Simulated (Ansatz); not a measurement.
Ansatz (a program for electronic structure) input:

Ansatz 0.2 input:
```yaml
crystal:
  periodic: [false, false, false]
  atoms:
    - {symbol: O, position_ang: [0.16648706, -0.70931098, 0.16521394]}
    - {symbol: C, position_ang: [-0.01381313, 0.67922663, -0.11817932]}
    - {symbol: C, position_ang: [1.43955763, -1.15721352, 0.09942835]}
    - {symbol: C, position_ang: [-1.49052210, 0.99460167, -0.05875851]}
    - {symbol: H, position_ang: [0.54771103, 1.26663251, 0.61598981]}
    - {symbol: H, position_ang: [0.39719059, 0.89500950, -1.11146464]}
    - {symbol: H, position_ang: [2.15719458, -0.59958150, -0.49164286]}
    - {symbol: H, position_ang: [1.54213033, -2.21892541, 0.26244535]}
    - {symbol: H, position_ang: [-2.04086846, 0.40609664, -0.79376212]}
    - {symbol: H, position_ang: [-1.89139743, 0.77281797, 0.93086873]}
    - {symbol: H, position_ang: [-1.65519161, 2.05274955, -0.26908893]}
basis:
  gaussian:
    orbitals: def2-TZVP
hamiltonian:
  xc: b3lyp
  dispersion: d3bj
magnetization: {spin_polarized: true, initial_magnetization: 1}
phonons: {temperatures: {t_min: 298.15, t_max: 298.15, t_step: 100}}
```

Question: Predict the final energy.

Answer: -193.77564 Eh (B3LYP-D3(BJ)/def2-TZVP). The basis has 166 functions.

It need not be the lowest isomer of its formula.
